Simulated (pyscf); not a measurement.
Elementary routes open to AsH₃ + GaH [singlet] in the gas phase (singlet surface):
A. Ga–AsH₂ [singlet] + H₂ (As–H, Ga–H broken; As–Ga, H–H formed)
B. H₂Ga–AsH₂ (As–H broken; As–Ga, Ga–H formed)

Structures and frequencies: ωB97X-D3(BJ)/def2-SVP in PySCF.

### Question
Rank the routes by free-energy barrier at 600 K, lowest first, for ωB97M-D3(BJ)/def2-TZVP energies (ideal gas, 1 atm, RRHO with modes under 100 cm⁻¹ raised to 100, one conformer, R ln 2 for chiral ones without a mode under 150 cm⁻¹).

### Answer
A (1.14 eV), B (2.00 eV)

Route A is the fastest of these, ahead of the next by 0.86 eV. The most stable products are those of A (ΔG = -0.60 eV), so kinetics and thermodynamics agree. At 1200 K A is still the fastest. A: On the reactant side the descent ends in a complex, 0.21 eV under the separated species and 0.54 eV under the saddle at ωB97X-D3(BJ)/def2-TZVP. B: On the reactant side the descent ends in an adduct with a As–Ga contact, 0.42 eV under the separated species and 1.44 eV under the saddle at ωB97X-D3(BJ)/def2-TZVP. Only these routes are compared; each barrier is that of the saddle found, and lower ones may exist. One closed-shell reference is unstable to symmetry breaking; treat the single-reference values with care. Elements up to Kr have no core potential and no relativistic terms here.
